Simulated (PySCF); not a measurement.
**TDDFT excited states: H4SSi**

Species: H3Si(SH), H4SSi.
Structure used (GFN2-xTB), in Å, numbered top down from 1:
```xyz
6
H4SSi angstrom
Si    -0.580   -0.009    0.012
S      1.394    0.805   -0.206
H     -0.685   -0.561    1.357
H     -1.440    1.139   -0.205
H     -0.743   -1.050   -0.995
H      2.056   -0.321    0.015
```

Theory: TDDFT PBE0/def2-SVPD, vertical, gas phase, core orbitals frozen in the response in PySCF.

| state | λ (nm) | E (eV) | f | symmetry | main configurations (H = HOMO, L = LUMO) |
| --- | --- | --- | --- | --- | --- |
| S1 | 212.1 | 5.85 | 0.025 | A″ | H→L (99%) |
| S2 | 201.3 | 6.16 | 0.0011 | – | H→L+1 (90%) |
| S3 | 175.6 | 7.06 | 0.0003 | – | H→L+2 (94%) |
| S4 | 170.6 | 7.27 | 0.012 | A′ | H→L+3 (93%) |
| S5 | 169.8 | 7.30 | 0.0000 | – | H→L+4 (89%) |
| S6 | 160.1 | 7.74 | 0.017 | A″ | H→L+5 (94%) |
| S7 | 159.0 | 7.80 | 0.124 | A′ | H-1→L (87%) |
| S8 | 154.6 | 8.02 | 0.014 | A″ | H→L+6 (98%) |

Triplets, Tamm–Dancoff:

```csv
state,E (eV),λ (nm),"main configurations (H = HOMO, L = LUMO)"
T1,5.49,225.9,H→L (96%)
T2,5.77,214.8,"H→L+1 (82%), H→L+4 (9%)"
T3,6.83,181.6,H→L+3 (89%)
```

The lowest singlet lies at 5.85 eV (212 nm, ultraviolet) and is weak; its leading configuration is HOMO→LUMO (99%). The strongest level in the table is S7 at 7.80 eV (159 nm, f = 0.124). Löwdin shares by element: HOMO sulfur 76%, silicon 11%, hydrogen 7% or more; LUMO sulfur 33%, silicon 32%, hydrogen 18% or more (atoms not listed hold the other 17%). The listed states span 2.17 eV, and the widest gap between neighbours is 0.90 eV (S2 to S3). Of the 8 states listed, 5 reach f = 0.01 and 2 stay under 0.0005. The oscillator strengths of these states sum to 0.195; summed over the whole spectrum of an exact calculation they would give the number of electrons, 34 (Thomas–Reiche–Kuhn). Symmetry labels in Cs follow from the direction of the transition dipole and are given only for states with f of 0.002 or more. The window holds the lowest 8 singlets.
